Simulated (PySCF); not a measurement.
Job for PySCF: R-MP2/6-31G* on CH5ClS (a complex).

```python
from pyscf import gto, scf, dft, mp
from pyscf.data.elements import chemcore

mol = gto.M(
    atom='''
    C    -1.44764800    1.15564900    0.01851300
    S    -1.41459500   -0.65984600   -0.08354400
    H    -1.46628400    1.51681600   -1.00988000
    H    -0.55297100    1.53526500    0.51001200
    H    -2.34423900    1.49773300    0.53186300
    H    -1.37736100   -0.89092100    1.23821400
    Cl    2.12576600    0.02408100    0.00315600
    H     0.92223800   -0.44463500   -0.09824700
    ''',
    basis='6-31g*',
    cart=True,
    charge=0, spin=0, verbose=3, max_memory=1800)
mf = scf.RHF(mol)
mf.conv_tol = 1e-8
mf.max_cycle = 100
mf.kernel()
if not mf.converged:
    mf = mf.newton().run(mf.mo_coeff, mf.mo_occ)
pt = mp.MP2(mf, frozen=chemcore(mol)).run()
```

It printed:

```
converged SCF energy = -897.761872409272
E(RMP2) = -898.151104512449  E_corr = -0.389232103176383
E(SCS-RMP2) = -898.150255264751  E_corr = -0.38838285547886
```

The run converged.

Cost: roughly 0.6 core-seconds.
